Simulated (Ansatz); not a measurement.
Molecule: dihydrogen, H2 (charge 0, singlet). 
Structure (B3LYP-D3(BJ)/def2-TZVP (Ansatz, a first-principles code) minimum search):
```xyz
2

H      0.0000     0.0000    -0.3720
H      0.0000     0.0000     0.3720
```
Charge 0, spin multiplicity 1.

Basis-set convergence of Hartree-Fock and MP2 correlation energies (hartree) with Ansatz. Spin-orbit coupling is left out. Non-relativistic.

```json
[
 {"basis": "def2-SVPD", "functions": "16", "E(HF)": "-1.12893", "E(corr, MP2)": "-0.02721"},
 {"basis": "def2-TZVPPD", "functions": "34", "E(HF)": "-1.13299", "E(corr, MP2)": "-0.03176"},
 {"basis": "def2-QZVPPD", "functions": "66", "E(HF)": "-1.13352", "E(corr, MP2)": "-0.03311"}
]
```

Extrapolating the two largest sets (X = 3 and 4) as X^-3: E(corr) = (64·(-0.03311) - 27·(-0.03176))/37 = -0.0341 Eh, an estimate of the basis-set limit. The largest set recovers 97.1 % of it, the smallest 79.8 %.
